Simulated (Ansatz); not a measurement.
Results of HSE06-D3(BJ) (Ansatz, a program for electronic structure, plane waves, PAW) for α-N2.

Settings: plane-wave cutoff 520 eV, 4×4×4 k mesh, scalar-relativistic PAW data made under PBE.

Cell (relaxed at this level):

N is modelled in the cubic space group Pa-3 (No. 205), Pearson symbol cP8. Conventional cell: a = b = c = 5.6785 Å, α = β = γ = 90.00°. N on 8c is surrounded by 1 N at 1.088 Å. (Neighbours: up to the widest gap in distance over summed covalent radii, below 1.35, at either atom.)

Problem. Predict the elastic constant C11, elastic constant C44, Voigt–Reuss–Hill bulk modulus, Young modulus and elastic constant C12.

Solution. 
- elastic constant C11 = 2.76 GPa
- elastic constant C44 = 1.30 GPa
- Voigt–Reuss–Hill bulk modulus = 2.49 GPa
- Young modulus = 1.7 GPa
- elastic constant C12 = 2.36 GPa

Note: the dispersion coefficients are held fixed in the derivatives.

Elastic constants are with the ions relaxed.

It cost very roughly 7 core-hours of CPU time.
